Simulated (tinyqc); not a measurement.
RHF in the sto-3g basis, for H2O, spin multiplicity 1, step by step (part 2 of 2). Computed by tinyqc, a small Python program that keeps every step (integrals from PySCF). Command: `OMP_NUM_THREADS=1 python tinyqc.py 20324 20325 out.jsonl` (the two numbers bound the seeds that draw the settings). One thread of a shared host (Intel(R) Xeon(R) Processor @ 2.60GHz), about 0.09 s of CPU time with the checks.

Geometry (angstrom):
```
atom        x         y        z
O     0.00000   0.00000  0.00000
H     0.00000   0.94400  0.62100
H     0.00000  -0.94400  0.62100
```

## Convergence

Stop when the energy changes by less than 1e-09 hartree and every element of the error matrix X^T (F D S - S D F) X is below 9e-06.

Course of the cycle:
```
iteration  E (hartree)     change  largest element of the error matrix
1          -73.3067928          -                             5.52e-01
2          -73.7634726  -4.57e-01                             4.07e-01
3          -74.0900046  -3.27e-01                             2.89e-01
4          -74.3268506  -2.37e-01                             2.00e-01
5          -74.4976343  -1.71e-01                             1.53e-01
6          -74.6208499  -1.23e-01                             1.13e-01
7          -74.7090592  -8.82e-02                             8.17e-02
8          -74.7717808  -6.27e-02                             5.80e-02
9          -74.8161965  -4.44e-02                             4.10e-02
10         -74.8475450  -3.13e-02                             2.88e-02
11         -74.8696078  -2.21e-02                             2.03e-02
12         -74.8851108  -1.55e-02                             1.42e-02
13         -74.8959918  -1.09e-02                             1.00e-02
14         -74.9036226  -7.63e-03                             7.01e-03
...                ...        ...                                  ...
46         -74.9214729  -8.46e-08                             7.77e-08
47         -74.9214729  -5.92e-08                             5.44e-08
48         -74.9214730  -4.15e-08                             3.81e-08
49         -74.9214730  -2.90e-08                             2.67e-08
50         -74.9214730  -2.03e-08                             1.87e-08
51         -74.9214730  -1.42e-08                             1.31e-08
52         -74.9214730  -9.96e-09                             9.14e-09
53         -74.9214730  -6.97e-09                             6.40e-09
54         -74.9214730  -4.88e-09                             4.48e-09
55         -74.9214731  -3.42e-09                             3.14e-09
56         -74.9214731  -2.39e-09                             2.19e-09
57         -74.9214731  -1.67e-09                             1.54e-09
58         -74.9214731  -1.17e-09                             1.08e-09
59         -74.9214731  -8.20e-10                             7.53e-10
```

PySCF RHF in the same basis = -74.9214731 hartree

Converged in 59 iterations.

## Populations, bond orders and dipole

D after iteration 59, order 1O 1s, 1O 2s, 1O 2px, 1O 2py, 1O 2pz, 2H 1s, 3H 1s:
```
[[2.10914, -0.46238, 0.00000, 0.00000, 0.10473, -0.01927, -0.01927],
 [-0.46238, 2.00778, 0.00000, 0.00000, -0.55745, -0.04199, -0.04199],
 [0.00000, 0.00000, 2.00000, 0.00000, 0.00000, 0.00000, 0.00000],
 [0.00000, 0.00000, 0.00000, 0.70502, 0.00000, 0.53784, -0.53784],
 [0.10473, -0.55745, 0.00000, 0.00000, 1.19339, 0.52872, 0.52872],
 [-0.01927, -0.04199, 0.00000, 0.53784, 0.52872, 0.66874, -0.15187],
 [-0.01927, -0.04199, 0.00000, -0.53784, 0.52872, -0.15187, 0.66874]]
```

overlap S, order 1O 1s, 1O 2s, 1O 2px, 1O 2py, 1O 2pz, 2H 1s, 3H 1s:
```
[[1.00000, 0.23670, 0.00000, 0.00000, 0.00000, 0.03577, 0.03577],
 [0.23670, 1.00000, 0.00000, 0.00000, 0.00000, 0.36893, 0.36893],
 [0.00000, 0.00000, 1.00000, 0.00000, 0.00000, 0.00000, 0.00000],
 [0.00000, 0.00000, 0.00000, 1.00000, 0.00000, 0.27499, -0.27499],
 [0.00000, 0.00000, 0.00000, 0.00000, 1.00000, 0.18090, 0.18090],
 [0.03577, 0.36893, 0.00000, 0.27499, 0.18090, 1.00000, 0.14288],
 [0.03577, 0.36893, 0.00000, -0.27499, 0.18090, 0.14288, 1.00000]]
```

Mulliken: Z minus the diagonal of D S on the atom; Loewdin: the same with S^(1/2) D S^(1/2); Mayer order: 2 sum_s sum (D(s) S)_ij (D(s) S)_ji over the two atoms.

Charges (e):
```
atom  Mulliken   Loewdin
1O    -0.25118  -0.18649
2H     0.12559   0.09325
3H     0.12559   0.09325
```

Mayer bond orders:
```
pair    order
2-1   0.96866
3-1   0.96866
3-2   0.01556
```

dipole moment about the origin, x y z (debye): [0.00000, 0.00000, 1.45075]
